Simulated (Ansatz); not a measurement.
# C₂H₃Al, SMILES [CH]1=[CH][AlH]1: a short molecular-dynamics run

Program: Ansatz 0.2.0 through its Python package.

The cells in order, each with its output:

**Cell 1**
```python
import ansatz
import numpy as np
```

**Cell 2**
```python
SETTINGS = {
    "basis": "def2-SVP",
    "xc": "pbe0",
    "n_steps": 40,
    "temperature_k": 200,
}
```

**Cell 3**
```python
geometry_ang = [
    ("C", [-0.6621, -0.58, -0.3655]),
    ("C", [0.4859, 0.1244, -0.8096]),
    ("Al", [0.1293, 0.3218, 0.9561]),
    ("H", [-1.4968, -1.1286, -0.6467]),
    ("H", [1.1633, 0.3613, -1.6429]),
    ("H", [0.4224, 0.8371, 2.4625]),
]
system = ansatz.Crystal.molecule()
for symbol, xyz in geometry_ang:
    system = system.atom(symbol, xyz)
```

**Cell 4**
```python
calc = (
    system.calculation()
    .basis(gaussian=SETTINGS["basis"])
    .functional(SETTINGS["xc"])
)
symbols = [site.symbol for site in system.cartesian_sites]
start = np.array([site.position_ang for site in system.cartesian_sites], dtype=float)
summary = calc.relax(force_tolerance=0.02).run(threads=1, backend="cpu").report
end = np.array(summary["positions_ang"])
minimum = ansatz.Crystal.molecule()
for symbol, place in zip(symbols, end):
    minimum = minimum.atom(symbol, place.tolist())
```

**Cell 5**
```python
calc = minimum.calculation()
calc = calc.basis(gaussian=SETTINGS["basis"])
calc = calc.functional(SETTINGS["xc"])
calc = calc.md("nve", timestep=1.0, steps=SETTINGS["n_steps"], temperature=SETTINGS["temperature_k"], initial_velocities="maxwell_boltzmann", seed=76)
frames = []
out = calc.session().plan().execute(on_event=lambda e: frames.append(e["data"]) if e["event"] == "md_step" else None)
print("t (fs)   E_pot (eV)      E_kin (eV)   T (K)   d(0-1) (A)")
for f in frames[::2]:
    xyz = np.array(f["positions_ang"])
    print(f"{f['time_fs']:6.2f} {f['lagrangian_ev']:14.5f} {f['e_kin_ev']:10.5f} {f['temperature_k']:8.1f} {np.linalg.norm(xyz[0] - xyz[1]):9.4f}")
kept = np.array([f["conserved_ev"] for f in frames])
print(f"conserved energy moves by at most {1000 * np.ptp(kept):.3f} meV")
```
Output:
```text
t (fs)   E_pot (eV)      E_kin (eV)   T (K)   d(0-1) (A)
  0.00    -8707.82998    0.10341    200.0    1.3717
  2.00    -8707.79866    0.07389    142.9    1.3576
  4.00    -8707.78044    0.05518    106.7    1.3475
  6.00    -8707.76393    0.03843     74.3    1.3450
  8.00    -8707.74216    0.01810     35.0    1.3509
 10.00    -8707.77182    0.04585     88.7    1.3626
 12.00    -8707.77359    0.04852     93.8    1.3764
 14.00    -8707.77885    0.05391    104.3    1.3879
 16.00    -8707.79381    0.06773    131.0    1.3945
 18.00    -8707.77167    0.04721     91.3    1.3949
 20.00    -8707.77927    0.05370    103.9    1.3890
 22.00    -8707.77125    0.04563     88.3    1.3781
 24.00    -8707.74845    0.02415     46.7    1.3651
 26.00    -8707.76518    0.03926     75.9    1.3541
 28.00    -8707.75828    0.03369     65.2    1.3493
 30.00    -8707.78190    0.05690    110.0    1.3523
 32.00    -8707.81454    0.08825    170.7    1.3618
 34.00    -8707.79961    0.07498    145.0    1.3749
 36.00    -8707.80033    0.07443    144.0    1.3878
 38.00    -8707.77106    0.04594     88.8    1.3972
 40.00    -8707.74969    0.02544     49.2    1.4003
conserved energy moves by at most 2.514 meV
```

What to keep in mind:
- Total energies depend on the basis set; only differences at equal settings carry meaning.
- The trajectory is only some femtoseconds long, so its temperature is not equilibrated; where the script doesn't relax first, it starts from a rough generated geometry.
- The temperature counts the internal degrees of freedom alone.
- With hydrogen a step over 0.5 fs is long.
- It ran for 68 s on 1 thread of Arm Neoverse V1 (shared host), peak memory 0.18 GiB.
